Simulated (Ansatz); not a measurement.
**CH3AlO: energy of protonation at one site in Python**

A script is to give the energy of protonation at one site; the system is CH3AlO. SMILES: [CH3][Al]=[O].

Program: the Python package of Ansatz 0.2.0. Level of theory: Hartree-Fock/6-31G*. These are calculated values, not measurements.

## 1. The system

Bond lengths: C1–Al2 1.997 Å, Al2–O3 1.567 Å, C1–H4 1.096 Å, C1–H5 1.096 Å, C1–H6 1.095 Å. Angles: C1–Al2–O3 179.9°, Al2–C1–H4 111.2°, Al2–C1–H5 111.4°, Al2–C1–H6 111.2°, H4–C1–H5 107.6°, H4–C1–H6 107.6°, H5–C1–H6 107.6°.

The script holds or builds the structure itself.

## 2. Script

Input file ch3alo.py:

```python
import ansatz
import numpy as np


def main() -> None:
    geometry_ang = [
        ('C', (-0.41799, 0.50419, -0.31872)),
        ('Al', (0.72762, -0.87886, 0.55535)),
        ('O', (1.62646, -1.96344, 1.24287)),
        ('H', (0.05068, 1.49358, -0.2742)),
        ('H', (-1.3965, 0.57875, 0.16861)),
        ('H', (-0.59026, 0.26579, -1.37391)),
    ]
    geometry = ansatz.Crystal.molecule()
    for symbol, xyz in geometry_ang:
        geometry = geometry.atom(symbol, xyz)

    calculation = geometry.calculation()
    calculation = calculation.basis(gaussian='6-31G*')
    calculation = calculation.functional('hf')
    symbols = [site.symbol for site in geometry.cartesian_sites]
    start = np.array([site.position_ang for site in geometry.cartesian_sites], dtype=float)
    r = calculation.relax(force_tolerance=0.01, max_steps=100).run(threads=1, pin='off').report
    end = np.array(r['positions_ang'])

    away = sum((end[2] - end[j]) / np.linalg.norm(end[2] - end[j]) for j in [1]) + np.array([0.15, 0.1, -0.2])
    proton = end[2] + 1.0 * away / np.linalg.norm(away)
    acid = ansatz.Crystal.molecule()
    for symbol, place in zip(symbols, end):
        acid = acid.atom(symbol, place.tolist())
    acid = acid.atom('H', proton.tolist())
    protonated = (
        acid.calculation()
        .basis(gaussian='6-31G*')
        .functional('hf')
        .charge(1)
        .relax(force_tolerance=0.01, max_steps=80)
    )
    after = protonated.run(threads=1, pin='off').report
    xyz = np.array(after['positions_ang'])
    reach = np.linalg.norm(xyz[:-1] - xyz[-1], axis=1)
    print(f'base {r["free_energy_ev"]:.5f} eV, protonated {after["free_energy_ev"]:.5f} eV')
    print(f'the proton ends {reach.min():.3f} A from {symbols[reach.argmin()]}{reach.argmin()}')
    print(f'electronic proton affinity {(r["free_energy_ev"] - after["free_energy_ev"]):.3f} eV')


if __name__ == '__main__':
    main()
```

## 3. The calls as engine input

The engine receives this input (first run):

```yaml
crystal:
  periodic: [false, false, false]
  atoms:
    - { symbol: C, position_ang: [-0.41799, 0.50419, -0.31872] }
    - { symbol: Al, position_ang: [0.72762, -0.87886, 0.55535] }
    - { symbol: O, position_ang: [1.62646, -1.96344, 1.24287] }
    - { symbol: H, position_ang: [0.05068, 1.49358, -0.2742] }
    - { symbol: H, position_ang: [-1.3965, 0.57875, 0.16861] }
    - { symbol: H, position_ang: [-0.59026, 0.26579, -1.37391] }
basis:
  gaussian:
    orbitals: "6-31G*"
hamiltonian:
  xc: hf
relax:
  f_tol: 0.01
  max_steps: 100
```

## 4. Launch

The run is started by

```sh
$ python ch3alo.py
```

Q: Predict the main results. Wanted: electronic proton affinity; moves of the relaxation of run 1; energy gained in run 1; last largest force component of run 1; moves of the relaxation of run 2; energy gained in run 2; last largest force component of run 2.

The runs gave:

| quantity | value |
| --- | --- |
| electronic proton affinity | 10.939 eV |
| runs compared | 2 |
| moves of the relaxation of run 1 | 3 |
| energy gained in run 1 | 0.025 eV |
| last largest force component of run 1 | 0.0049 eV/Å |
| moves of the relaxation of run 2 | 4 |
| energy gained in run 2 | 0.124 eV |
| last largest force component of run 2 | 0.0100 eV/Å |

What this shows: Run 1: After 3 moves the largest shift is 0.037 Å, of atom 2 (Al). Run 2: After 4 moves the largest shift is 0.129 Å, of atom 7 (H). Caveats:
- The proton is put on one chosen atom, which needn't be the most basic site, so the molecule's proton affinity can be higher; the ends are stationary points, not checked by frequencies, and zero-point and thermal terms count only where printed.
